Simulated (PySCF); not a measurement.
Species: C₃H₃OP.
Geometry (GFN2-xTB, Å), atoms numbered from 1 in this order:
```xyz
8
C3H3OP angstrom
C     -1.5853   -0.3903   -0.0858
C     -0.3619    0.1008    0.0574
P      1.1108   -0.9060   -0.3087
C      2.2057    0.2644    0.0636
O      3.0554    1.0194    0.3003
H     -1.7618   -1.3985   -0.4219
H     -2.4558    0.2060    0.1309
H     -0.1980    1.1137    0.3950
```

Computed with delta-SCF UKS SCAN, pcX-2 on the ionised atom, pcseg-1 elsewhere, spin-free X2C in PySCF 2.14.0. Binding energies are ΔSCF values: E(core-ionised, relaxed orbitals) − E(ground state) at a fixed geometry, referred to the vacuum level.

Some binding energies are withheld.

```json
{"atom(s)": "C1", "bonded to": "C (double bond) and 2 H", "level": "C 1s", "binding energy (eV)": "290.22"}
{"atom(s)": "C2", "bonded to": "C (double bond), H and P", "level": "C 1s", "binding energy (eV)": "?"}
{"atom(s)": "C4", "bonded to": "O (double bond) and P (double bond)", "level": "C 1s", "binding energy (eV)": "?"}
{"atom(s)": "O5", "bonded to": "C (double bond)", "level": "O 1s", "binding energy (eV)": "539.63"}
{"atom(s)": "P3", "bonded to": "C (double bond) and C", "level": "P 1s", "binding energy (eV)": "?"}
{"atom(s)": "P3", "bonded to": "C (double bond) and C", "level": "P 2p3/2", "binding energy (eV)": "136.78"}
```

Question: Fill in C 1s for C4.

Answer: 293.68 eV (central carbon of cumulated double bonds). The other listed C 1s value is that of C1; the shift against it is +3.46 eV.

Question: Fill in C 1s for C2.

Answer: 291.01 eV (alkene CH carbon). The other listed C 1s value is that of C1; the shift against it is +0.79 eV.

Question: Fill in P 1s for P3.

Answer: 2150.32 eV (phosphorus bonded to 2 C).

The listed C 1s values span 3.46 eV, from C1 (bonded to C (double bond) and 2 H) to C4 (bonded to O (double bond) and P (double bond)). The widest gap between neighbouring values is 2.67 eV, between 291.01 and 293.68 eV.

Question: Express the binding energy of P 2p3/2 of P3 in atomic units and per mole.

Answer: 136.78 eV = 5.0266 Eh = 13197 kJ/mol.

The unrestricted hole states depart most from a pure doublet (⟨S²⟩ = 0.75; over 0.85 named) for C 1s of C2 (0.85) and C 1s of C4 (0.93), which makes these values less certain. The 2p values aren't plain energy differences: one relaxed spin-free 2p hole is combined with a matrix within the shell (ground-state 2p orbital-energy differences and spin–orbit coupling). 2p3/2, the mean of its two sublevels, lies a third of the splitting below the shell's mean and 2p1/2 two thirds above it; the statistical areas are 2:1. 2p1/2 minus 2p3/2 (ligand field included): P 0.89 eV. The structure is a single GFN2-xTB conformer in the gas phase; no vibrational or solvent corrections.
